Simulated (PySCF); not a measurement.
Species: C4H7Cl.
Numbering: `[CH3:1][C@@H:2]1[CH2:3][C@H:4]1[Cl:5]`

Geometry (PBE0-D3(BJ)/def2-SVP, Å), atoms numbered from 1 in this order:
```
atom  x, y, z in Å
C1     1.1866    0.3589    0.4652
C2    -0.0549   -0.4575    0.6991
C3    -0.8280   -1.0569   -0.4462
C4    -1.3982    0.0840    0.3315
Cl5   -2.7751   -0.1862    1.3941
H6     1.3774    1.0463    1.3039
H7     1.0993    0.9626   -0.4515
H8     2.0698   -0.2891    0.3513
H9    -0.0516   -1.0625    1.6120
H10   -0.4955   -0.8542   -1.4691
H11   -1.2826   -2.0394   -0.2989
H12   -1.4515    1.0681   -0.1416
```

NICS is the negative of the GIAO shielding at a point without a nucleus: at the ring centre (0) and 1 Å above and below it (1); zz is the component along the ring normal. Level: GIAO KT2/pcSseg-2 (PySCF, non-relativistic, gas phase) on the PBE0-D3(BJ)/def2-SVP geometry, one conformer.

Ring bond lengths (Å): C2–C3 1.506, C3–C4 1.494, C4–C2 1.494.

**Question.** Give the NICS values of each ring in ppm.

**Answer.** 
| ring | type | NICS(0) | NICS(1), two faces | NICS(1)zz, two faces | rms pucker (Å) | centre to ring atoms, mean (Å) |
| --- | --- | --- | --- | --- | --- | --- |
| C2–C3–C4 | 3-membered carbocycle; formal bonds all single | -41.7 | -9.1 / -7.6 | -22.6 / -18.2 | 0.00 | 0.86 |

**Question.** What can be read from them?

**Answer.** 
- C2–C3–C4: mean NICS(1)zz -20.4 ppm, shielded. C2, C3, C4 have four or more neighbours; no verdict on aromaticity is drawn. The two faces differ by 4.4 ppm, so no symmetry operation interchanges them. NICS(0) lies 33 ppm below the mean NICS(1).

**Question.** What is the mean of the two in-plane components of NICS at the first NICS(1) probe listed for ring C2–C3–C4, 1 Å off the ring?

**Answer.** The isotropic value is a third of the trace: (3 × -9.1 − (-22.6))/2 = -2.3 ppm.

**Question.** How do the values depend on the level or the medium?

**Answer.** 
```csv
level,"NICS(0), C2–C3–C4","mean NICS(1)zz, C2–C3–C4"
"KT2/pcSseg-2, gas",-41.7,-20.4
"PBE0/pcSseg-1, gas",-42.4,-20.6
```

The geometry is the same throughout.
